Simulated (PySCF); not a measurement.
# Nitrogen: a sound run and one with changed settings

Sound run: N [He] 2s2 2p3, N⁺ [He] 2s2 2p2. All numbers are calculated (PySCF 2.14, no relativity, point nucleus, in aug-cc-pVDZ). The sound run starts from symmetry-adapted Hartree-Fock orbitals and uses a fine grid where one is needed.

A second run was set up differently.

```json
{"species": "N", "method": "UHF", "sound run (hartree)": "-54.39318", "changed run (hartree)": "-54.39318", "converged": "yes"}
{"species": "N", "method": "TPSS", "sound run (hartree)": "-54.60359", "changed run (hartree)": "-54.94762", "converged": "yes"}
{"species": "N", "method": "M06-L", "sound run (hartree)": "-54.59201", "changed run (hartree)": "-54.98856", "converged": "yes"}
{"species": "N⁺", "method": "UHF", "sound run (hartree)": "-53.88126", "changed run (hartree)": "-53.88126", "converged": "yes"}
{"species": "N⁺", "method": "TPSS", "sound run (hartree)": "-54.06411", "changed run (hartree)": "-54.47320", "converged": "yes"}
{"species": "N⁺", "method": "M06-L", "sound run (hartree)": "-54.04573", "changed run (hartree)": "-54.50356", "converged": "yes"}
```

Ionisation energy of N:

| method | sound run (eV) | changed run (eV) |
| --- | --- | --- |
| UHF | 13.930 | 13.930 |
| TPSS | 14.680 | 12.910 |
| M06-L | 14.865 | 13.198 |

Task: What was changed?
A. a valence shell is frozen
B. radial grid too coarse
C. minimal basis
D. too few SCF iterations

Result: B. It used radial step 1.2 in ln r (0.13 in the sound run). A coarse radial grid mis-integrates the density and the exchange-correlation energy, with errors of either sign; Hartree-Fock needs no grid.
